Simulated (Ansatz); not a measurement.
# C2H3S: the cost of one run

Method: UKS BLYP-D4/STO-3G, in Ansatz 0.2.0.

### Step 1. The system as given

Bond lengths: C1–C2 1.272 Å, C2–S3 1.605 Å, C1–H4 1.087 Å, C1–H5 1.086 Å, S3–H6 1.360 Å. Angles: C1–C2–S3 174.7°, C2–C1–H4 123.2°, C2–C1–H5 123.4°, H4–C1–H5 113.4°, C2–S3–H6 96.7°.

As a file:

```xyz
6

C    -0.6381    0.0123   -0.8114
C     0.1583   -0.2183    0.1534
S     1.1482   -0.6535    1.3399
H    -1.7188    0.0254   -0.6999
H    -0.3057    0.2396   -1.8202
H     1.3560    0.5945    1.8382
```

### Step 2. Preparing the start

input.yaml

```yaml
crystal:
  periodic: [false, false, false]
  atoms:
    - { symbol: C, position_ang: [-0.63806, 0.01226, -0.81137] }
    - { symbol: C, position_ang: [0.15835, -0.21828, 0.15337] }
    - { symbol: S, position_ang: [1.14821, -0.65352, 1.3399] }
    - { symbol: H, position_ang: [-1.71881, 0.0254, -0.69993] }
    - { symbol: H, position_ang: [-0.30573, 0.23964, -1.82019] }
    - { symbol: H, position_ang: [1.35603, 0.5945, 1.83822] }
total_charge: 1
magnetization:
  spin_polarized: true
basis:
  gaussian: { orbitals: STO-3G }
hamiltonian:
  xc: blyp
  dispersion: d4
relax:
  f_tol: 0.02
  max_steps: 40
output:
  orbitals: {}
```

Launch:

```
$ ansatz run input.yaml --threads 1 --pin off --max-ram 2048MiB --backend cpu --events-out ev --progress --plain --runs-dir out
```

What time and memory should one allow on 1 thread of Arm Neoverse V1, shared host?

About 8.5 s, with a peak of 0.11 GiB.
